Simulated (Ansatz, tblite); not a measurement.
**(KCl)2 ring (K₂Cl₂): rung by rung**

How do method and basis change the picture of (KCl)2 ring (K₂Cl₂) (singlet)?

Program: Ansatz 0.2.0, Gaussian basis. Level of theory: as each input shows. These are calculated values, not measurements.

Levels to be run: GFN1-xTB, GFN2-xTB, PBE-D4/def2-TZVP, r2SCAN-D4/def2-TZVP, revPBE-D4/def2-TZVP, HSE06-D4/def2-TZVP, HF/def2-TZVP, ωB97X-V/def2-TZVP, LC-ωPBE/def2-TZVP, B3LYP-D4/def2-TZVP, ωB97M-V/def2-TZVP, PBE-D4/def2-SVP, PBE0-D4/def2-SVP, HF/STO-3G, HF/6-31G, B3LYP-D4/6-31G, CCSD(T)/def2-TZVPP, MP2/def2-TZVP, RPA/def2-TZVP.

## (1) The relaxed structure

The geometry is that of the singlet, from an earlier relaxation (PBE0-D4/def2-TZVP).

4 atoms, charge 0, spin multiplicity 1.

Bond lengths: K1–Cl2 2.880 Å, K1–Cl4 2.880 Å, Cl2–K3 2.879 Å, K3–Cl4 2.880 Å. Angles: Cl2–K1–Cl4 94.1°, K1–Cl2–K3 85.9°, Cl2–K3–Cl4 94.1°, K1–Cl4–K3 85.9°.

Geometry (Å):

```mol
Cl2K2
  3D, bonds by distance, orders not assigned

  4  4  0  0  0  0  0  0  0  0999 V2000
   -1.7367    0.4732   -0.7809 K   0  0
   -0.7889    0.2931    1.9322 Cl  0  0
    1.7370   -0.4722    0.7808 K   0  0
    0.7886   -0.2941   -1.9322 Cl  0  0
  1  2  8  0
  1  4  8  0
  2  3  8  0
  3  4  8  0
M  END
```

PBE0-D4/def2-TZVP was run before; its log isn't repeated, and its numbers join the tables.

## (2) GFN1-xTB

Tight binding, by tblite at 300 K electronic temperature and without a spin-polarisation term:

```python
tblite.interface.Calculator('GFN1-xTB', numbers, positions, charge=0, uhf=0).singlepoint()
```

Energy -254.0081 eV, HOMO -12.13 eV, LUMO -6.91 eV; 0.002 s.

## (3) GFN2-xTB

Tight binding, by tblite at 300 K electronic temperature and without a spin-polarisation term:

```python
tblite.interface.Calculator('GFN2-xTB', numbers, positions, charge=0, uhf=0).singlepoint()
```

Energy -263.0229 eV, HOMO -10.24 eV, LUMO -8.37 eV; 0.002 s.

## (4) PBE-D4/def2-TZVP

start.molden holds the orbitals of an earlier run on this state, given as this run's starting guess.

File in.yaml:

```yaml
crystal:
  periodic: [false, false, false]
  atoms:
    - {symbol: K, position_ang: [-1.736707, 0.473211, -0.780877]}
    - {symbol: Cl, position_ang: [-0.788897, 0.293091, 1.932234]}
    - {symbol: K, position_ang: [1.736983, -0.472179, 0.780844]}
    - {symbol: Cl, position_ang: [0.788611, -0.294114, -1.932191]}
basis:
  gaussian: {orbitals: def2-TZVP, initial_orbitals: start.molden}
hamiltonian: {xc: pbe, dispersion: d4}
scf: {omitted_lower_state_checks: [starts]}
output: {orbitals: {seedname: orbitals}}
```

On the command line:

```sh
> ansatz run in.yaml --threads 4 --pin off --events-out ev --progress --plain --max-ram 3916MiB
```

The runs that follow: r2SCAN-D4/def2-TZVP; revPBE-D4/def2-TZVP; HSE06-D4/def2-TZVP; HF/def2-TZVP; ωB97X-V/def2-TZVP; LC-ωPBE/def2-TZVP; B3LYP-D4/def2-TZVP; ωB97M-V/def2-TZVP; PBE-D4/def2-SVP; PBE0-D4/def2-SVP; HF/STO-3G; HF/6-31G; B3LYP-D4/6-31G; CCSD(T)/def2-TZVPP; MP2/def2-TZVP; RPA/def2-TZVP.

Before running them: what should the planned runs give, taken together? Wanted: gap in def2-TZVP, named functionals and Hartree-Fock, smallest and largest; correlation energy, CCSD(T)/def2-TZVPP; correlation energy, MP2/def2-TZVP; binding an atom, CCSD(T)/def2-TZVPP; PBE0 total energy, smallest basis above largest.

The runs gave:

| quantity | value |
| --- | --- |
| gap in def2-TZVP, named functionals and Hartree-Fock, smallest and largest | 4.09 eV (revPBE-D4), 10.30 eV (HF) |
| correlation energy, CCSD(T)/def2-TZVPP | -21.55 eV |
| correlation energy, MP2/def2-TZVP | -19.36 eV |
| binding an atom, CCSD(T)/def2-TZVPP | 2.527 eV |
| PBE0 total energy, smallest basis above largest | 12.77 eV (def2-SVP, def2-TZVP) |

In words: Over the named functionals and Hartree-Fock in def2-TZVP the gap runs from 4.09 eV (revPBE-D4) to 10.30 eV (HF); exact exchange widens it. A small miss in a minimal or small basis is a cancelling of errors, not accuracy. The functionals in def2-TZVP miss CCSD(T)/def2-TZVPP by +0.002 (revPBE-D4) to +0.174 eV (ωB97X-V) an atom. CCSD(T)/def2-TZVPP isn't at the basis-set limit; small misses against it rank nothing.
